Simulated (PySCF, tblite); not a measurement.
## phosphonium and methanol

A gas-phase complex of phosphonium and methanol; charge +1, singlet. The structure comes from a short search (6 tight-binding starts) and was relaxed by PBE0-D3(BJ)/def2-SVPD; another way of binding may lie lower. No frequency run checks that it is a minimum.

Parts: 1 = phosphonium ([PH4+]), atoms 1–5, charge +1; 2 = methanol (CO), atoms 6–11.

| atom | part | x (Å) | y (Å) | z (Å) |
| --- | --- | --- | --- | --- |
| P1 | 1 | 0.013 | 0.173 | 0.222 |
| H2 | 1 | 0.167 | 0.042 | 1.610 |
| H3 | 1 | -0.412 | -1.085 | -0.261 |
| H4 | 1 | -0.991 | 1.096 | -0.105 |
| H5 | 1 | 1.227 | 0.469 | -0.414 |
| C6 | 2 | 1.294 | 2.626 | 2.465 |
| O7 | 2 | 0.795 | 2.405 | 1.147 |
| H8 | 2 | 0.626 | 3.284 | 3.037 |
| H9 | 2 | 1.344 | 1.652 | 2.968 |
| H10 | 2 | 2.307 | 3.052 | 2.436 |
| H11 | 2 | 0.772 | 3.237 | 0.664 |

```
   contact  kind (by geometry)  distance (Å)  angle (°)
H3–P1···O7      pnictogen bond         2.539        178
```

Interaction energies are complex less parts, with the parts frozen as they stand in it; counterpoise-corrected, in kcal/mol (PySCF).

Question: Give the interaction energy at each level run.

Answer: 
```tsv
level	interaction	superposition error removed
wB97M-D3(BJ)/def2-TZVPD	-19.14	-0.09
PBE0-D3(BJ)/def2-TZVPD	-19.27	-0.10
```

Question: What holds them together? Decompose the wB97M-D3(BJ)/def2-TZVPD energy: frozen parts, their antisymmetrised product, then relaxation.

Answer: electrostatic -23.2, Pauli repulsion +18.6, orbital relaxation -12.7, dispersion correction -1.9 kcal/mol, which sum to the value before the counterpoise correction; the Pauli term holds the exchange-correlation of the frozen density too. Of the attraction, 61 % is electrostatic, 34 % is orbital relaxation, 5 % is dispersion correction.

The parts were also relaxed and run alone, at the levels used for the complex: shieldings by PBE0/pcSseg-2.

Question: How do these values change when the complex forms?

Answer: 
```csv
property,alone,in the complex,change
H3–P1 bond (Å),1.409,1.413,+0.004
shielding of P1 (ppm),435.3,430.6,-4.7
shielding of O7 (ppm),328.4,296.0,-32.4
shielding of H3 (ppm),25.15,25.79,+0.64
```

The 3 runs behind this took 52 s in all, one thread each of AMD EPYC 9R45 96-Core on a shared host, launched as `OMP_NUM_THREADS=1 python cluster_run.py task.json out`.
